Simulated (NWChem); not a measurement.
Species: LiH; SMILES [LiH]

Results from NWChem. Structure relaxed at the PBE-D3(BJ)/def2-SVP level. Vertical excitations in the gas phase.

Question: Predict the results for B3LYP/def2-SVP, TDA. Quantities: lowest excitation, singlet (eV); oscillator strength of that lowest state; orbital gap (eV).

Answer: The lowest excitation, singlet (eV) is 3.59. The oscillator strength of that lowest state is 0.077. The orbital gap (eV) is 4.08.
